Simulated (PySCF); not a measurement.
**AlHF + N₂ → AlN₂ + HF**

Level: PBE0 in the def2-TZVP basis family, all electrons, no relativity, computed in PySCF with density fitting; open shells unrestricted.

```
species                                     state and structure  ZPE (kJ/mol)  H(298 K) − H(0) (kJ/mol)  S° (J/(mol K))
   AlHF  doublet, Cs, Al–F 1.656 Å, Al–H 1.607 Å; F–Al–H 115.5°          19.0                      10.6           246.1
     N₂                               singlet, D∞h, N–N 1.089 Å          14.9                       8.7           191.4
   AlN₂  doublet, C∞v, Al–N 1.982 Å, N–N 1.127 Å; Al–N–N 180.0°          16.2                      12.7           256.0
     HF                               singlet, C∞v, H–F 0.920 Å          24.9                       8.7           173.6
```

Q: Is the gas-phase reaction uphill or downhill in electronic energy at this level, and by how much?

A: At PBE0/def2-TZVP, ΔE = 221.8 kJ/mol, uphill. 

Q: Add zero-point, thermal and entropy terms for 298.15 K and 1 bar.

A: ΔZPE = 7.2 and Δ[H(298) − H(0)] = 2.1 kJ/mol give ΔH° = 231.1 kJ/mol. ΔS° = -7.9 J/(mol K), so ΔG° = 231.1 − 298.15 × (-0.0079) = 233 kJ/mol.

Only the bonding shown was studied: isomers, or loss of a ligand pair, can lie lower.
